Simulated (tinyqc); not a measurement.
Worked calculation: CIS and TDHF on RHF in the sto-3g basis, for H2O, spin multiplicity 1. One step of it, computed by the program tinyqc.

Problem. CIS matrix, triplets. A(ia,jb) = (e_a - e_i) d_ij d_ab - (ij|ab).

orbital energies (hartree): MO1 -20.230348, MO2 -1.244656, MO3 -0.616771, MO4 -0.427686, MO5 -0.381822, MO6 0.560875, MO7 0.739879

Two-electron integrals over orbitals (pq|rs), unique and non-zero (hartree):
```
(11|11) 4.744779    (21|11) -0.419538   (21|21) 0.058818    (22|11) 1.006540
(22|21) -0.013689   (22|22) 0.722776    (31|31) 0.010553    (32|31) 0.017271
(32|32) 0.143155    (33|11) 0.785895    (33|21) -0.004435   (33|22) 0.635130
(33|33) 0.622578    (41|11) 0.170912    (41|21) -0.021253   (41|22) 0.014577
(41|33) 0.005907    (41|41) 0.027099    (42|11) -0.125625   (42|21) 0.008572
(42|22) -0.001968   (42|33) 0.006465    (42|41) 0.020347    (42|42) 0.127083
(43|31) -0.002802   (43|32) 0.022956    (43|43) 0.046683    (44|11) 1.003110
(44|21) -0.013106   (44|22) 0.680746    (44|33) 0.592948    (44|41) -0.011442
(44|42) -0.104775   (44|44) 0.782271    (51|51) 0.026035    (52|51) 0.032660
(52|52) 0.145862    (53|53) 0.028009    (54|51) -0.012485   (54|52) -0.044045
(54|54) 0.053846    (55|11) 1.115338    (55|21) -0.011807   (55|22) 0.748281
(55|33) 0.620661    (55|41) 0.004746    (55|42) -0.067425   (55|44) 0.729616
(55|55) 0.880159    (61|11) -0.238267   (61|21) 0.035550    (61|22) -0.002321
(61|33) -0.000219   (61|41) -0.000099   (61|42) 0.019731    (61|44) -0.017926
(61|55) -0.006291   (61|61) 0.029883    (62|11) 0.302575    (62|21) -0.007024
(62|22) 0.138874    (62|33) 0.069520    (62|41) 0.018151    (62|42) 0.023447
(62|44) 0.090485    (62|55) 0.156669    (62|61) 0.005768    (62|62) 0.099093
(63|31) 0.002653    (63|32) -0.046232   (63|43) -0.031128   (63|63) 0.077952
(64|11) 0.217908    (64|21) -0.002073   (64|22) 0.099145    (64|33) 0.041772
(64|41) 0.003754    (64|42) -0.023633   (64|44) 0.118332    (64|55) 0.116352
(64|61) 0.000744    (64|62) 0.063436    (64|64) 0.067392    (65|51) 0.015823
(65|52) 0.059603    (65|54) -0.000806   (65|65) 0.038055    (66|11) 0.779195
(66|21) -0.006985   (66|22) 0.599901    (66|33) 0.562841    (66|41) 0.020450
(66|42) 0.059069    (66|44) 0.542057    (66|55) 0.578469    (66|61) 0.007478
(66|62) 0.089269    (66|64) 0.044276    (66|66) 0.585974    (71|31) 0.015214
(71|32) 0.023325    (71|43) -0.004188   (71|63) 0.003333    (71|71) 0.021988
(72|31) 0.014135    (72|32) 0.044666    (72|43) -0.030786   (72|63) 0.033875
(72|71) 0.019285    (72|72) 0.063634    (73|11) 0.367081    (73|21) -0.007344
(73|22) 0.147766    (73|33) 0.091133    (73|41) -0.000593   (73|42) -0.071028
(73|44) 0.163742    (73|55) 0.193995    (73|61) -0.006471   (73|62) 0.077275
(73|64) 0.076846    (73|66) 0.038259    (73|73) 0.150983    (74|31) -0.008858
(74|32) -0.073206   (74|43) 0.001297    (74|63) 0.046924    (74|71) -0.012595
(74|72) -0.017588   (74|74) 0.065606    (75|53) 0.023910    (75|75) 0.025143
(76|31) 0.009273    (76|32) 0.100596    (76|43) 0.049723    (76|63) -0.071631
(76|71) 0.012799    (76|72) -0.005998   (76|74) -0.056952   (76|76) 0.119430
(77|11) 0.877505    (77|21) -0.009787   (77|22) 0.623532    (77|33) 0.605403
(77|41) 0.003764    (77|42) -0.017722   (77|44) 0.609658    (77|55) 0.627623
(77|61) -0.005489   (77|62) 0.069022    (77|64) 0.043877    (77|66) 0.559668
(77|73) 0.101590    (77|77) 0.619730
```

Give: CIS matrix A, triplet.

Solution.

CIS matrix A, triplet (hartree):
```
         1>6      1>7      2>6      2>7      3>6      3>7      4>6      4>7
1>6  20.0120   0.0000   0.0070   0.0000   0.0000  -0.0093  -0.0204   0.0000
1>7   0.0000  20.0927   0.0000   0.0098  -0.0093   0.0000   0.0000  -0.0038
2>6   0.0070   0.0000   1.2056   0.0000   0.0000  -0.1006  -0.0591   0.0000
2>7   0.0000   0.0098   0.0000   1.3610  -0.1006   0.0000   0.0000   0.0177
3>6   0.0000  -0.0093   0.0000  -0.1006   0.6148   0.0000   0.0000  -0.0497
3>7  -0.0093   0.0000  -0.1006   0.0000   0.0000   0.7512  -0.0497   0.0000
4>6  -0.0204   0.0000  -0.0591   0.0000   0.0000  -0.0497   0.4465   0.0000
4>7   0.0000  -0.0038   0.0000   0.0177  -0.0497   0.0000   0.0000   0.5579
5>6   0.0000   0.0000   0.0000   0.0000   0.0000   0.0000   0.0000   0.0000
5>7   0.0000   0.0000   0.0000   0.0000   0.0000   0.0000   0.0000   0.0000

        5>6     5>7
1>6  0.0000  0.0000
1>7  0.0000  0.0000
2>6  0.0000  0.0000
2>7  0.0000  0.0000
3>6  0.0000  0.0000
3>7  0.0000  0.0000
4>6  0.0000  0.0000
4>7  0.0000  0.0000
5>6  0.3642  0.0000
5>7  0.0000  0.4941
```
